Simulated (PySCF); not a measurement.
Bond stretch in SMILES O (H2O). The O1–H3 bond (O1 also carries H; H3 carries nothing else) is varied alone, starting from the PBE0/def2-TZVP optimised geometry.

Calculation: PySCF 2.14.0 with CCSD(T) on UHF/cc-pVTZ, 1 core orbital frozen.

Relative to R = 0.96 Å, what are the energies at R = 0.90, 1.73, 2.35, 2.57 Å?

0.105 eV at 0.90 Å, 3.878 eV at 1.73 Å, 5.183 eV at 2.35 Å, 5.248 eV at 2.57 Å.

The unrestricted determinant behind UCCSD(T) is spin-contaminated at 1.45 to 3.34 Å (<S²> up to 1.0, against 0.00 for a pure singlet).
